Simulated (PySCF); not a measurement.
input.py for MgS

Input:

```python
from pyscf import gto, dft

mol = gto.M(
    atom='Mg 0 0 0; S 0 0 1.958',
    basis='3-21g',
    charge=0,
    spin=0,
    symmetry=True,
    verbose=3,
)
mf = dft.RKS(mol, xc='pw6b95')
mf = mf.density_fit(auxbasis='def2-universal-jkfit')
mf.kernel()
mf.analyze()
print('orbital energies (hartree):', mf.mo_energy[..., max(0, mol.nelec[1]-3):mol.nelec[0]+3].round(4))
```

```bash
$ OMP_NUM_THREADS=1 python input.py
```

The log (some set-up lines and the per-cycle HOMO/LUMO lines with their warnings removed):

```
converged SCF energy = -595.626964759747
Wave-function symmetry id = 0
**** MO energy ****
[3 lines left out]
MO #4 (A1 #4), energy= -5.85118820266523 occ= 2
MO #5 (E1x #1), energy= -5.84254872980468 occ= 2
MO #6 (E1y #1), energy= -5.84254872980468 occ= 2
MO #7 (A1 #5), energy= -3.19983102227671 occ= 2
MO #8 (A1 #6), energy= -1.92102152238228 occ= 2
MO #9 (E1x #2), energy= -1.91350107466552 occ= 2
MO #10 (E1y #2), energy= -1.91350107466552 occ= 2
MO #11 (A1 #7), energy= -0.640275151742835 occ= 2
MO #12 (A1 #8), energy= -0.274004643443453 occ= 2
MO #13 (E1x #3), energy= -0.228966620010089 occ= 2
MO #14 (E1y #3), energy= -0.228966620010089 occ= 2
MO #15 (A1 #9), energy= -0.130238537798552 occ= 0
MO #16 (E1x #4), energy= -0.0135267976875656 occ= 0
MO #17 (E1y #4), energy= -0.0135267976875656 occ= 0
[9 lines left out]
 ** Mulliken atomic charges  **
charge of    0Mg =      1.04050
charge of    1S =     -1.04050
Dipole moment(X, Y, Z, Debye):  0.00000,  0.00000, -7.24676
orbital energies (hartree): [-0.274  -0.229  -0.229  -0.1302 -0.0135 -0.0135]
```

In short: E(SCF) = -595.626965 Eh, μz(SCF) = -7.25 D.

Hardware: Intel Xeon 6975P-C, 1 thread, shared host. Wall time 1.2 s, peak memory 0.16 GiB.

The basis is very small, so the numbers show the basis as much as the system. Stability towards an unrestricted solution was not tested. The bond length is a typed value, not an optimised one.
